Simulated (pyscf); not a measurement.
Optimised with ωB97X-D3(BJ)/def2-SVP in PySCF.

Problem. `[OH][SiH]=[AsH]` + `[H][H]` -> `[SiH][AsH2]` [singlet] + `[OH2]`
Surface: singlet. Broken: O–Si, H–H. Formed: As–H, H–O. Give ΔE‡ and ΔE from ωB97M-D3(BJ)/def2-TZVP, relative to the separated reactants.

Solution. ΔE‡ = 211.1 kJ/mol, ΔE = +147.0 kJ/mol. Zero-point energy shifts the barrier by +9.2 kJ/mol. It is a concerted two-bond exchange, with an imaginary mode of 829i cm⁻¹. On the product side the descent ends in an adduct with a O–Si contact, 71.0 kJ/mol under the separated species and 132.7 kJ/mol under the saddle at ωB97X-D3(BJ)/def2-TZVP. What is counted as broken (O–Si) persists as a longer contact in the product adduct; parting that adduct is a step of its own. :HSi–AsH₂ [singlet] lies 70.3 kJ/mol over its isomer H₂Si=AsH (electronic energy, ωB97M-D3(BJ)/def2-TZVP). One saddle was located; it need not be the lowest between these sides. Elements up to Kr have no core potential and no relativistic terms here.
